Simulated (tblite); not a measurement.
Compound: octatetraene, C₈H₁₀.
SMILES with atom numbers: `[CH2:1]=[CH:2]/[CH:3]=[CH:4]/[CH:5]=[CH:6]/[CH:7]=[CH2:8]` (hydrogens: H9, H10 on C1; H11 on C2; H12 on C3; H13 on C4; H14 on C5; H15 on C6; H16 on C7; H17, H18 on C8)

Structure used (GFN2-xTB), in Å, numbered top down from 1:
```
atom  x, y, z in Å
C1     3.5970    1.2425   -1.6826
C2     2.7717    1.0821   -0.6485
C3     1.4770    0.4684   -0.7466
C4     0.6429    0.3062    0.2994
C5    -0.6451   -0.3040    0.2053
C6    -1.4792   -0.4658    1.2512
C7    -2.7732   -1.0811    1.1542
C8    -3.5962   -1.2436    2.1899
H9     3.3293    0.9113   -2.6727
H10    4.5619    1.7073   -1.5768
H11    3.0666    1.4246    0.3355
H12    1.1762    0.1237   -1.7280
H13    0.9475    0.6519    1.2797
H14   -0.9494   -0.6507   -0.7747
H15   -1.1787   -0.1202    2.2323
H16   -3.0697   -1.4232    0.1704
H17   -3.3265   -0.9130    3.1797
H18   -4.5608   -1.7100    2.0868
```

All values are computed: GFN2-xTB (tblite) harmonic vibrations without scaling, gas phase. This tight-binding method is rough: wavenumbers can miss measured ones by several per cent, in bad cases by 10 to 20. One conformer, not necessarily the lowest.

Harmonic wavenumbers (cm⁻¹): 54.8, 87.6, 135.6, 156.2, 220.6, 227.0, 324.5, 343.7, 384.3, 526.3, 560.0, 610.7, 649.0, 794.3, 811.8, 875.3, 876.8, 946.4, 951.6, 955.0, 987.1, 1021.6, 1041.5, 1138.3, 1184.9, 1199.8, 1212.4, 1248.7, 1279.2, 1289.9, 1293.7, 1322.2, 1407.7, 1416.0, 1584.6, 1618.8, 1652.3, 1654.7, 3045.6, 3047.9, 3048.7, 3051.7, 3059.5, 3066.4, 3099.5, 3100.6, 3130.0, 3131.3.

A = 19759, B = 579.4, C = 562.9 MHz; mass 106.078 u (most abundant isotopes); point group C2h, symmetry number 2.

Q: Zero-point energy?

A: ½Σν̃ = 32413 cm⁻¹ = 92.67 kcal/mol.

Q: Entropy at 298.15 K, 1 bar (ideal gas, RRHO, classical rotation)?

A: Translation 39.92, rotation 26.92, vibration 24.80: S = 91.6 cal/(mol K).

Q: And Cp and H(298.15 K) − H(0)?

A: Cp = 35.05 cal/(mol K), of which vibrations give 27.10 (their classical limit is 48 R = 95.4); H(298.15 K) − H(0) = 6.36 kcal/mol without the zero-point energy, 3.99 from vibrations.

Q: How do the functions run with temperature in this model?

A: 
| T (K) | S (cal/(mol K)) | Cp (cal/(mol K)) | H − H(0) (kcal/mol) | G − H(0) (kcal/mol) | ln q(vib) |
| --- | --- | --- | --- | --- | --- |
| 150 | 72.8 | 21.6 | 2.19 | -8.73 | 2.41 |
| 250 | 85.9 | 30.4 | 4.79 | -16.69 | 4.65 |
| 400 | 103.3 | 44.5 | 10.42 | -30.89 | 8.05 |
| 600 | 124.3 | 59.3 | 20.90 | -53.70 | 12.60 |
| 900 | 151.3 | 73.5 | 41.00 | -95.18 | 19.16 |

q(vib) and H(0) count from the zero-point level.

Q: Blend soft modes into free rotors: weight 1/[1 + (100 cm⁻¹/ν̃)⁴] for the oscillator and the rest for a rotor with moment μB/(μ + B), μ = h/(8π²ν), B = 10⁻⁴⁴ kg m². What vibrational entropy results?

A: 23.18 cal/(mol K) in place of 24.80, which changes −T·S at 298.15 K by +0.48 kcal/mol.

Q: Which modes carry the vibrational entropy at 298.15 K?

A: 54.8 cm⁻¹: 4.64; 87.6 cm⁻¹: 3.71; 135.6 cm⁻¹: 2.87; 156.2 cm⁻¹: 2.60; 220.6 cm⁻¹: 1.95; 227.0 cm⁻¹: 1.90 cal/(mol K); the other 42 give 7.13 together.

Q: What must be added to the electronic energy to get the Gibbs energy at 298.15 K and 1 bar?

A: ZPE + [H(298.15 K) − H(0)] − T·S = 92.67 + 6.36 − 27.32 = 71.71 kcal/mol.

Hindered rotation and anharmonicity are outside this model. Other conformers, if any are populated, would add a mixing term that is left out.

Hardware: one thread, Intel Xeon 6975P-C (x86_64), shared host with 192 logical CPUs at a one-minute load of 60. Cost: 0.46 s. This covers the Hessian and the dipole derivatives.
